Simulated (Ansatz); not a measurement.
# CsRh₂: from a trial structure to a relaxed crystal

Level of theory: DFT PBE, scalar-relativistic, plane waves, PAW in Ansatz. Cutoff 420 eV, Γ-centred k mesh, Gaussian smearing, no spin polarisation in the final step.

The start puts CsRh₂ on the Cu2Sb structure type (P4/nmm, No. 129), with Cs in place of Sb, Rh in place of Cu, at a guessed volume.

```yaml
crystal:
  lattice:
    - [4.41815, 0.00000, 0.00000]
    - [0.00000, 4.41815, 0.00000]
    - [0.00000, 0.00000, 6.74121]
  atoms:
    - { symbol: Cs, position: [0.00000, 0.50000, 0.70000] }
    - { symbol: Cs, position: [0.50000, 0.00000, 0.30000] }
    - { symbol: Rh, position: [0.00000, 0.00000, 0.00000] }
    - { symbol: Rh, position: [0.50000, 0.50000, 0.00000] }
    - { symbol: Rh, position: [0.00000, 0.50000, 0.27000] }
    - { symbol: Rh, position: [0.50000, 0.00000, 0.73000] }
```

Cell and atoms relax at zero pressure; the relaxation can't lower the symmetry of the start. After a coarse first stage the cell is made exact in the group found at 0.06 Å.

Energies over the elements count from the elements' standard structures at the same level, with no empirical corrections.

**Question.** Describe the relaxed structure.

**Answer.** It keeps P4/nmm (No. 129), but not the shape of the type it started on. Conventional cell: a = 4.659 Å, c = 9.853 Å. Around Cs lie 9 Rh at 3.63–3.85 Å; Rh on Wyckoff site a (2 atoms of the primitive cell) is coordinated by 4 Rh at 2.47 Å; around Rh on Wyckoff site c (2 atoms of the primitive cell) lie 4 Rh at 2.47 Å.

Space group P4/nmm:1 (No. 129). a = 4.659 Å, b = 4.659 Å, c = 9.853 Å, α = 90.00°, β = 90.00°, γ = 90.00°
```json
{"atom": "Cs", "site": "2c", "symmetry": "4mm", "x": "0.0000", "y": "0.5000", "z": "0.7146"}
{"atom": "Rh", "site": "2a", "symmetry": "-4m2", "x": "0.0000", "y": "0.0000", "z": "0.0000"}
{"atom": "Rh", "site": "2c", "symmetry": "4mm", "x": "0.0000", "y": "0.5000", "z": "0.0833"}
```

**Question.** What are its volume, energy, density and gap?

**Answer.** The volume per atom is 35.64 Å³. The density is 5.26 g/cm³ and the energy over the elements is 0.43 eV/atom. The gap on the 8×8×4 mesh is 0 eV (a metal).

The final run used a 8×8×4 mesh on its 6-atom cell and 0.10 eV smearing. For metals, differences of a few meV/atom aren't resolved. A structure relaxed within its symmetry needn't be a true minimum.

Cost: 3 runs of about 4.5 core-minutes in all, on Intel Xeon 6975P-C (Granite Rapids) (shared hosts).